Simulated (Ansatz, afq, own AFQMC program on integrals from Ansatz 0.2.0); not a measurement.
## Atomization energy of CH₄OSi, singlet

```json
{"atom": "C", "x (Å)": "-0.6241", "y (Å)": "0.4711", "z (Å)": "-0.2789"}
{"atom": "Si", "x (Å)": "1.2121", "y (Å)": "0.1475", "z (Å)": "-0.7294"}
{"atom": "O", "x (Å)": "1.5901", "y (Å)": "-0.9994", "z (Å)": "0.4301"}
{"atom": "H", "x (Å)": "-1.2128", "y (Å)": "-0.4619", "z (Å)": "-0.3601"}
{"atom": "H", "x (Å)": "-1.0965", "y (Å)": "1.2241", "z (Å)": "-0.9292"}
{"atom": "H", "x (Å)": "-0.7141", "y (Å)": "0.8222", "z (Å)": "0.7661"}
{"atom": "H", "x (Å)": "0.9067", "y (Å)": "-1.2716", "z (Å)": "1.0557"}
```

Atoms in their ground-state spins without spin–orbit coupling (mostly on UHF) minus the molecule (RHF), without zero-point energy. The geometry is a stationary point, not shown to be a minimum.

Basis def2-TZVP. Only valence electrons are correlated. AFQMC by an in-house program on the Cholesky factors that Ansatz 0.2.0 writes for its CCSD(T) run. ph-AFQMC/CISD is guided by a CISD state made of CCSD amplitudes; releasing the constraint for a short imaginary time cuts its bias at the price of noise, slowly where states lie close. Error bars are statistical, one sigma. The errors of all members are added in quadrature.

No full CI on the walks' own integrals is used here. The released AFQMC energy serves as the reference, which it does only where one determinant dominates, the energy is flat over the last release times and near the phaseless one (40 meV or 2 meV an electron, half that with transition metals). On small molecules, where full CI could be run and the noise was under 10 meV, such values lay within 10 meV of it in 19 cases of 20, a flattering rate, since the rule was set on those same cases; what remains of the bias isn't in the error bar. Each member takes its own surest rung, up to full CI.

The best estimate is CCSD(T) at the basis-set limit (CBS: def2-TZVPP and def2-QZVPP, with their diffuse functions for anions and beside diffuse sets, CCSD(T) itself extrapolated) plus the step from CCSD(T) to AFQMC with the constraint released in def2-TZVP. Rows without CBS are in def2-TZVP; B2PLYP and the wave-function rows carry a basis error of their own. Core correlation and relativity beyond core potentials are missing, and ± holds the sampling alone.

Cautions: CH₄OSi (singlet): restricted determinant unstable towards unrestricted (UHF 18 meV lower, ⟨S²⟩ 0.17), the released value is read at 0.99 1/Eh, later times being too noisy (meV from the phaseless value at times in 1/Eh: -3 ± 6 at 0.24, -19 ± 9 at 0.51, -5 ± 9 at 0.99, -25 ± 16 at 1.50); other spins of the molecule weren't checked.

```csv
level,atomization energy (kJ/mol)
PBE,2571.0
HF,1830.6
wB97M-V,2560.5
```

(1) From these cheaper values, estimate the atomization energy at the level of the best estimate.

(1) 2558.1 ± 0.9 kJ/mol (best estimate, highest rung released AFQMC).

| level | atomization energy (kJ/mol) | error against the best estimate (kJ/mol) |
| --- | --- | --- |
| MP2 | 2483.9 | -74.3 ± 0.9 |
| CCSD | 2418.4 | -139.7 ± 0.9 |
| CCSD(T) | 2452.7 | -105.4 ± 0.9 |
| ph-AFQMC/CISD | 2454.8 ± 0.7 | -103.4 ± 1.1 |
| released AFQMC | 2454.8 ± 1.1 | -103.4 |
| HF/CBS | 1843.0 | -715.1 ± 0.9 |
| MP2/CBS | 2592.4 | 34.2 ± 0.9 |
| CCSD(T)/CBS | 2557.4 | -0.8 ± 0.9 |
| r2SCAN | 2536.6 | -21.5 ± 0.9 |
| PBE0 | 2519.3 | -38.8 ± 0.9 |
| B3LYP | 2525.8 | -32.3 ± 0.9 |
| B2PLYP | 2509.4 | -48.7 ± 0.9 |

Correlation beyond CCSD(T) changes it by less than twice the noise. Going to the basis-set limit adds 104.6 kJ/mol at CCSD(T). The perturbative (T) step is worth +34.3 kJ/mol. The functionals spread over 61.6 kJ/mol; wB97M-V comes nearest and B2PLYP is 48.7 kJ/mol too low.

Best estimates are given only where the step beyond CCSD(T) is under 0.3 eV and no member's determinant is very poor (T1 over 0.05, or 0.07 for open shells, ⟨S²⟩ too high by 0.3, two states mixed), so the hardest cases are missing from such tables.

The functionals ran in a triple-zeta set and keep a basis error of their own, a few kJ/mol for each bond in atomization energies and more for double hybrids, so close places among them and the extrapolated levels can swap.

Each member of a difference takes its own highest rung, so a best estimate needn't equal the limit plus the step of one row. Released energies are given only where the last usable release times agree within the noise; a slower fall can still hide under it.
